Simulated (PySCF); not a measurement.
One ligand Y is varied and pulled off as a radical: Cd(CH3)1–Y. All species are isolated molecules in the gas phase. One relaxed conformer stands for each flexible species; it need not be the lowest. Multiplicities are imposed; where one is given, others were not computed. Strings in code marks are SMILES.

Calculation: TPSSh-D3(BJ)/def2-TZVP // r2SCAN-D4/def2-SVP run with PySCF. 

```json
[
 {"species": "Y = Br ([Cd(CH3)(Br)])", "highest occupied spin orbital (eV)": "–"},
 {"species": "Y = OH ([Cd(CH3)(OH)])", "highest occupied spin orbital (eV)": "–"},
 {"species": "Y = NH2 ([Cd(CH3)(NH2)])", "highest occupied spin orbital (eV)": "–"},
 {"species": "free radical OH (`[OH]`)", "highest occupied spin orbital (eV)": "?"},
 {"species": "free radical NH2 (`[NH2]`)", "highest occupied spin orbital (eV)": "-7.94"},
 {"species": "free radical OCH3 (`[O]C`)", "highest occupied spin orbital (eV)": "-6.86"},
 {"species": "free radical N(CH3)2 (`C[N]C`)", "highest occupied spin orbital (eV)": "-6.40"},
 {"species": "free radical SH (`[SH]`)", "highest occupied spin orbital (eV)": "-6.75"}
]
```

### Question
What belongs in the gaps?

### Answer

- free radical OH (`[OH]`), highest occupied spin orbital (eV): -8.09
